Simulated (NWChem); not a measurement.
**Cl2 (SMILES ClCl) at B3LYP/6-31G(d) (Cartesian functions)**

What is the energy change on altering one bond length of Cl2 at B3LYP/6-31G* (Cartesian functions)? 

The results are computed with NWChem 7.3.0.

3 further runs of the same task are left out: 3 set aside as unsound or not needed. Runs told in other sessions of the task aren't counted.

**1. The structure to begin with**

Cl2: 2 atoms, total charge 0, spin state singlet. As SMILES, `ClCl`. The shape is that of a PBE0-D4/def2-TZVP optimisation.

Bond lengths: Cl1–Cl2 1.982 Å.

**2. Energy and gradient at B3LYP/6-31G(d) (Cartesian functions)**

cl2.nw reads:

```
START cl2
memory 2200 mb

GEOMETRY noautosym nocenter noautoz
Cl       0.845690      -0.281600       0.433600
Cl      -0.845690       0.281600      -0.433600
END

BASIS "ao basis"
Cl library 6-31G*
END

DFT
xc b3lyp
grid xfine
convergence energy 1e-08
iterations 100
mulliken
print low
END

TASK dft gradient
```

Launch:

```console
$ nwchem cl2.nw > cl2.out
```

Standard output:

```text
[...]
 d= 0,ls=0.0,diis     1   -920.3205911888 -9.97D+02  1.79D-02  4.36D-01     0.5
[...]
 d= 0,ls=0.0,diis     7   -920.3486418159 -1.01D-10  1.88D-08  7.81D-13     2.5
         Total DFT energy =     -920.348641815911
      One electron energy =    -1423.627501496190
           Coulomb energy =      482.628873983601
    Exchange-Corr. energy =      -56.494152467600
 Nuclear repulsion energy =       77.144138164278
[...]
      Total Density - Mulliken Population Analysis
     ---------------------------------------------
    Atom       Charge   Shell Charges
 -----------   ------   -------------------------------------------------------
    1 Cl  17    17.00   2.00  1.99  5.97  1.50  3.55  0.53  1.47 -0.01
    2 Cl  17    17.00   2.00  1.99  5.97  1.50  3.55  0.53  1.47 -0.01
[...]
                         DFT ENERGY GRADIENTS
    atom               coordinates                        gradient
                 x          y          z           x          y          z
   1 Cl      1.598122  -0.532147   0.819385   -0.019816   0.006598  -0.010160
   2 Cl     -1.598122   0.532147  -0.819385    0.019816  -0.006598   0.010160
 Task  times  cpu:        3.0s     wall:        3.0s
 Total times  cpu:        3.0s     wall:        3.0s
```

Wall time 3.6 s (1 thread of AMD EPYC 7B13 (Zen 3), shared host); peak memory 0.11 GiB.

**3. The distorted shape: a single-point energy at B3LYP/6-31G(d) (Cartesian functions)**

job.nw reads:

```
start job
title "Cl2 B3LYP"
memory total 2200 mb

geometry units angstroms noautosym nocenter noautoz
 Cl    1.099410   -0.366084    0.563687
 Cl   -0.845690    0.281600   -0.433600
end

basis cartesian
 * library 6-31G*
end

dft
 xc b3lyp
 grid xfine
 convergence energy 1e-08
 maxiter 100
 mulliken
 noprint "final vectors analysis"
end

task dft energy
```

Launch:

```console
$ nwchem job.nw > job.out
```

Standard output:

```text
[...]
          Wavefunction type:  closed shell.
          No. of atoms     :     2
          No. of electrons :    34
[...]
          Charge           :     0
          Spin multiplicity:     1
[...]
          AO basis - number of functions:    38
[...]
              XC Information
              --------------
                         B3LYP Method XC Potential
                     Hartree-Fock (Exact) Exchange  0.200
                        Slater Exchange Functional  0.800 local
                    Becke 1988 Exchange Functional  0.720 non-local
              Lee-Yang-Parr Correlation Functional  0.810
                  VWN I RPA Correlation Functional  0.190 local
[...]
 d= 0,ls=0.0,diis     1   -920.3172753529 -9.87D+02  1.51D-02  3.71D-01     0.5
[...]
 d= 0,ls=0.0,diis     7   -920.3373802617 -1.08D-10  2.59D-08  9.94D-13     2.4
         Total DFT energy =     -920.337380261695
      One electron energy =    -1403.497102797357
           Coulomb energy =      472.480799151971
    Exchange-Corr. energy =      -56.402485991183
 Nuclear repulsion energy =       67.081409374874
[...]
      Total Density - Mulliken Population Analysis
     ---------------------------------------------
    Atom       Charge   Shell Charges
 -----------   ------   -------------------------------------------------------
    1 Cl  17    17.00   2.00  1.99  5.97  1.52  3.46  0.53  1.57 -0.04
    2 Cl  17    17.00   2.00  1.99  5.97  1.52  3.46  0.53  1.57 -0.04
[...]
```

It took 3 s on 1 thread of AMD EPYC 7B13 (Zen 3), shared host; peak memory 0.11 GiB.

**4. Summary of results**

Level: B3LYP/6-31G* (Cartesian functions).

| quantity | value |
| --- | --- |
| first shape: total energy | -920.34864 Eh |
| first shape: largest force on an atom | 1.194 eV/Å |
| distorted shape: total energy | -920.33738 Eh |
| distorted shape: dipole moment | 0.00 D |
| energy change with the Cl1–Cl2 bond stretched from 1.982 to 2.280 Å | 0.306 eV |

What this shows: With the Cl1–Cl2 bond stretched from 1.982 to 2.280 Å the energy rises by 0.31 eV (29.6 kJ/mol). The first shape isn't relaxed at this level, so the change isn't measured from a minimum. The largest force (first shape) is 1.19 eV/Å: the shape isn't a stationary point for this species at this level.
